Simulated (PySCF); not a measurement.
Isomers of C5H10 and their computed core-level spectra.

The calculation used delta-SCF UKS SCAN, pcX-2 on the ionised atom, pcseg-1 elsewhere, spin-free X2C in PySCF. Geometries: PBE0-D3(BJ)/def2-SVP; isolated species, one conformer each.

Line lists (1s up to Mg, 2p3/2 beyond; areas count atoms within a level, one atom standing for each set equivalent by bonding):
1. C 1s: 289.96 (area 1), 290.05 (area 1), 290.45 (area 1), 290.57 (area 1), 290.66 (area 1) eV
2. C 1s: 290.02 (area 1), 290.34 (area 1), 290.45 (area 2), 290.69 (area 1) eV
3. C 1s: 290.27 (area 2), 290.51 (area 2), 290.55 (area 1) eV
4. C 1s: 290.32 eV

Structures:
A. `C=CC(C)C`
B. `C/C=C/CC`
C. `C1CCCC1`
D. `CC1(C)CC1`

**Question.** Match each list to its structure.

**Answer.** 
- 1 = B: no other candidate has these counts of sites. C 1s: 289.96 alkene CH carbon, 290.05 alkene CH carbon, 290.45 methyl carbon, 290.57 allylic carbon, 290.66 allylic carbon.
- 2 = A: no other candidate has these counts of sites. C 1s: 290.02 terminal =CH2 carbon, 290.34 alkene CH carbon, 290.45 methyl carbon (×2), 290.69 allylic carbon.
- 3 = D: no other candidate has these counts of sites. C 1s: 290.27 three-membered-ring carbon (×2), 290.51 methyl carbon (×2), 290.55 three-membered-ring carbon.
- 4 = C: no other candidate has these counts of sites. C 1s: 290.32 ring CH2 carbon (×5).
